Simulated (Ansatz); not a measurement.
Structure relaxation of CsNi2

These are results of DFT PBE, scalar-relativistic, plane waves, PAW (Ansatz 0.2.0), not measurements. Cutoff 420 eV, Γ-centred k mesh, Gaussian smearing, no spin polarisation in the final step.

CsNi2 was placed on the marcasite structure type (Pnnm, No. 58), with Cs in place of Fe, Ni in place of S, at a guessed volume.

```yaml
crystal:
  lattice:
    - [5.03249, 0.00000, 0.00000]
    - [0.00000, 6.14212, 0.00000]
    - [0.00000, 0.00000, 3.83432]
  atoms:
    - { symbol: Cs, position: [0.00000, 0.00000, 0.00000] }
    - { symbol: Cs, position: [0.50000, 0.50000, 0.50000] }
    - { symbol: Ni, position: [0.20040, 0.37870, 0.00000] }
    - { symbol: Ni, position: [0.79960, 0.62130, 0.00000] }
    - { symbol: Ni, position: [0.70040, 0.12130, 0.50000] }
    - { symbol: Ni, position: [0.29960, 0.87870, 0.50000] }
```

Steps on the 4×4×4 mesh (6 atoms). 12 of 36 steps are shown, and the free energy counts from the last. Trial steps that were taken back and renewals of the plane-wave basis can be among the rows.

| step | ΔF (meV/atom) | V (Å³/atom) | P (GPa) | largest force component (eV/Å) |
| --- | --- | --- | --- | --- |
| 1 | 1180.6 | 19.75 | 6.71 | 0.879 |
| 4 | 955.5 | 23.63 | 0.39 | 0.157 |
| 7 | 871.9 | 21.43 | -1.88 | 0.152 |
| 11 | 799.0 | 18.57 | -2.80 | 0.082 |
| 14 | 773.6 | 18.17 | -0.06 | 0.008 |
| 17 | 635.4 | 18.22 | 4.52 | 0.219 |
| 20 | 398.9 | 18.79 | 6.27 | 0.236 |
| 23 | 251.1 | 19.59 | 1.33 | 0.046 |
| 26 | 153.6 | 19.65 | 5.42 | 0.009 |
| 30 | 22.5 | 21.59 | 1.33 | 0.029 |
| 33 | 3.0 | 22.21 | 0.77 | 0.021 |
| 36 | 0.0 | 22.71 | -0.02 | 0.027 |

A final relaxation ran on a 20×20×20 mesh. The relaxed crystal, I4/mmm (No. 139):

```
Cs Ni
1.0
    -1.67635    1.67635    6.01995
     1.67635   -1.67635    6.01995
     1.67635    1.67635   -6.01995
Cs Ni
1 2
Direct
  0.00000 0.00000 0.00000
  0.26635 0.26635 0.00000
  0.73365 0.73365 0.00000
```

```json
{
  "Volume per atom": "22.56 Å³",
  "Density": "6.14 g/cm³",
  "Energy over the elements": "0.71 eV/atom",
  "Gap on the 20×20×20 mesh": "0 eV (a metal)"
}
```

Energies over the elements count from the elements' standard structures at the same level, with no empirical corrections.

The final run used a 20×20×20 mesh on its 3-atom cell and 0.10 eV smearing. For metals, differences of a few meV/atom aren't resolved.

A structure relaxed within its symmetry needn't be a true minimum.

Cost: 4 runs of about 6.2 core-minutes in all, on Intel Xeon 6975P-C (Granite Rapids) (shared hosts).